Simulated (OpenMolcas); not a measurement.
**FNO-MP2/3-21G (RICD fitting, virtual fraction 0.4) run of C3H4 (allene)**

What is the energy change on altering one bond length of C3H4 (allene) at FNO-MP2/3-21G (RICD fitting, virtual fraction 0.4)? 

The results are computed with OpenMolcas 26.06.

### 1 The structure to begin with

The species is C3H4 (7 atoms), meant as a singlet with charge 0. As SMILES, `C=C=C`. The coordinates come from a PBE0-D4/def2-TZVP relaxation.

Bond lengths: C1–C2 1.299 Å, C2–C3 1.299 Å, C1–H4 1.085 Å, C1–H5 1.085 Å, C3–H6 1.085 Å, C3–H7 1.085 Å. Angles: C1–C2–C3 180.0°, C2–C1–H4 121.1°, C2–C1–H5 121.1°, C2–C3–H6 121.1°, C2–C3–H7 121.1°, H4–C1–H5 117.7°, H6–C3–H7 117.7°.

### 2 A single-point energy at FNO-MP2/3-21G (RICD fitting, virtual fraction 0.4)

The input, job.inp:

```
>>> EXPORT MOLCAS_PRINT=2
&GATEWAY
BasLib=$CurrDir
Coord
7
angstrom
C       -1.043070       0.330920      -0.700490
C        0.000000       0.000000       0.000000
C        1.043060      -0.330920       0.700500
H       -1.944480      -0.272700      -0.684250
H       -1.042610       1.220370      -1.321810
H        1.814830      -0.972860       0.288850
H        1.172270       0.025170       1.717200
Basis=3-21G
Group=NoSym
RICD
&SEWARD
&SCF
PrOrbitals=0
&MBPT2
FNOMP2=0.4
DoMP2
Frozen=3
```

The basis set 3-21G is read from a file made from the Basis Set Exchange's data (not shown).

On the command line:

```bash
$ export MOLCAS_MEM=1860
$ pymolcas job.inp > job.log
```

Output:

```text
--- Start Module: gateway ---
[...]
--- Stop Module: gateway /rc=_RC_ALL_IS_WELL_ ---
[...]
      Basis functions           35
[...]
--- Start Module: scf ---
[...]
       Convergence after  10 Iterations
[...]
::    Total SCF energy                               -115.2208946097
[...]
      Total spin, S                                     0.0000000000
[...]
      Total electronic charge=   22.000000
      Total            charge=   -0.000000
[...]
      Dipole Moment (debye):
      Origin of the operator (angstrom)=   -0.0000   -0.0000    0.0000
                   X=  1.1574E-05               Y= -1.2013E-05               Z= -1.7493E-05           Total=  2.4172E-05
      Quadrupole Moment (debye*angstrom):
[...]
--- Stop Module: scf /rc=_RC_ALL_IS_WELL_ ---
--- Start Module: mbpt2 ---
[...]
WARNING!
Default frozen orbitals as non valence orbitals is overwritten by user input.
Default values:   3
[...]
       Reference weight ( Cref**2 )         =        0.92650
::    Total MBPT2 energy                             -115.4035844368
[...]
--- Stop Module: mbpt2 /rc=_RC_ALL_IS_WELL_ ---
[...]
```

Wall time 1.6 s (1 thread of Arm Neoverse V2, shared host); peak memory 0.14 GiB.

### 3 The distorted shape

The input, job.inp:

```
&gateway
  baslib=$CurrDir
  coord
  7
  angstrom
  C       -1.147350       0.364003      -0.770521
  C        0.000000       0.000000       0.000000
  C        1.043060      -0.330920       0.700500
  H       -2.048760      -0.239617      -0.754281
  H       -1.146890       1.253453      -1.391841
  H        1.814830      -0.972860       0.288850
  H        1.172270       0.025170       1.717200
  basis=3-21G
  group=NoSym
  ricd

&seward

&scf
  prorbitals=0

&mbpt2
  fnomp2=0.4
  domp2
  frozen=3
```

The basis set 3-21G is read from a file made from the Basis Set Exchange's data (not shown).

On the command line:

```bash
$ export MOLCAS_MEM=1860
$ pymolcas job.inp > job.log
```

Output:

```text
--- Start Module: gateway ---
[...]
--- Stop Module: gateway /rc=_RC_ALL_IS_WELL_ ---
[...]
      Basis functions           35
[...]
--- Start Module: scf ---
[...]
       Convergence after  11 Iterations
[...]
::    Total SCF energy                               -115.2004730090
[...]
      Total spin, S                                     0.0000000000
[...]
      Total electronic charge=   22.000000
      Total            charge=   -0.000000
[...]
      Dipole Moment (debye):
      Origin of the operator (angstrom)=   -0.0365    0.0116   -0.0245
                   X=  1.6515E-01               Y= -5.2404E-02               Z=  1.1088E-01           Total=  2.0571E-01
      Quadrupole Moment (debye*angstrom):
[...]
--- Stop Module: scf /rc=_RC_ALL_IS_WELL_ ---
--- Start Module: mbpt2 ---
[...]
WARNING!
Default frozen orbitals as non valence orbitals is overwritten by user input.
Default values:   3
[...]
       Reference weight ( Cref**2 )         =        0.91845
::    Total MBPT2 energy                             -115.3946302124
[...]
--- Stop Module: mbpt2 /rc=_RC_ALL_IS_WELL_ ---
[...]
```

Run time: 1.6 s. Hardware: 1 thread of Arm Neoverse V2, shared host; peak memory 0.14 GiB.

### 4 Results

At FNO-MP2/3-21G (RICD fitting, virtual fraction 0.4), 3 core orbitals frozen:

| quantity | value |
| --- | --- |
| first shape: total energy | -115.40358 Eh |
| first shape: dipole moment (mean-field density) | 0.00 D |
| first shape: HOMO energy (Hartree–Fock orbitals) | -10.22 eV |
| first shape: LUMO energy (Hartree–Fock orbitals) | 5.06 eV |
| first shape: HOMO–LUMO gap (Hartree–Fock orbitals) | 15.27 eV |
| first shape: correlation energy (3 core orbitals frozen) | -182.7 mEh |
| distorted shape: total energy | -115.39463 Eh |
| distorted shape: dipole moment (mean-field density) | 0.21 D |
| distorted shape: HOMO energy (Hartree–Fock orbitals) | -9.48 eV |
| distorted shape: LUMO energy (Hartree–Fock orbitals) | 4.23 eV |
| distorted shape: HOMO–LUMO gap (Hartree–Fock orbitals) | 13.70 eV |
| distorted shape: correlation energy (3 core orbitals frozen) | -194.2 mEh |
| energy change with the C1–C2 bond stretched from 1.299 to 1.429 Å | 0.244 eV |

In words: With the C1–C2 bond stretched from 1.299 to 1.429 Å the energy rises by 0.24 eV (5.6 kcal/mol). The first shape isn't relaxed at this level, so the change isn't measured from a minimum.
